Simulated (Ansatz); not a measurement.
A structure relaxed at PBE0-D4/def2-TZVP, charge 0, multiplicity 1:

```xyz
11

C    -0.656   -1.082   -0.639
C    -0.286   -0.005    0.330
N    -0.963    0.191    1.377
C     0.929    0.799   -0.050
F     1.204    1.767    0.886
H    -1.538   -1.607   -0.278
H     0.164   -1.797   -0.760
H    -0.865   -0.663   -1.628
H    -0.564    0.964    1.914
H     0.771    1.288   -1.017
H     1.803    0.143   -0.135
```

Give its formula and SMILES.

C3H6FN, `CC(=N)CF`.

Point group (tolerance 0.08 Å, 0.16 Å for H)?

Cs.

Summarise the bond lengths by kind.

2 × C–C 1.495 to 1.506 Å; 5 × C–H 1.088 to 1.096 Å; 1 × C–N 1.263 Å; 1 × H–N 1.021 Å; 1 × C–F 1.374 Å.

Program: Ansatz 0.2.0.
